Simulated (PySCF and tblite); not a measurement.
C₄H₁₀, numbered as in [CH3:1][CH2:2][CH2:3][CH3:4]. Conformers came from 60 starts (ETKDG, MMFF94s, GFN2-xTB); geometries are GFN2-xTB. Energies: PBE0-D3(BJ)/def2-TZVP, with GFN2-xTB thermal terms (modes under about 100 cm⁻¹ blended into free rotors). Symmetry numbers and mirror images are counted. Conformers within 3 kcal/mol (GFN2-xTB free energy) were kept, 10 at most. GIAO shieldings: WP04/pcSseg-1. Couplings: B3LYP/6-31G* with pcJ-1 on H (gas phase; spin-dipole term only for pairs with B, N, F, Si or P). H–H couplings come out 0.1 to 0.9 Hz lower than with pcJ-1 on all atoms. Shifts are against TMS (¹H), TMS (¹³C) at the same level. Run with PySCF (density fitting) and tblite.

Torsions listed: C1–C2–C3–C4. Of a mirror pair one member is shown.

Two conformers hold nearly all the population. I: 68°; δ(C1/C4) = 16.16 ppm. II: 180°; δ(C1/C4) = 18.69 ppm. The average over the ensemble at 298.15 K is 17.69 ppm.

(1) What populations and free-energy difference follow from a two-state model?

Answers

(1) p(I) = (17.69 − 18.69)/(16.16 − 18.69) = 0.40, so K = p(II)/p(I) = 1.53 and G(II) − G(I) = −RT ln K = -0.25 kcal/mol. One of the two counts twice, as a mirror pair, which this difference holds. The weights computed directly are 39.7 % and 60.3 %.
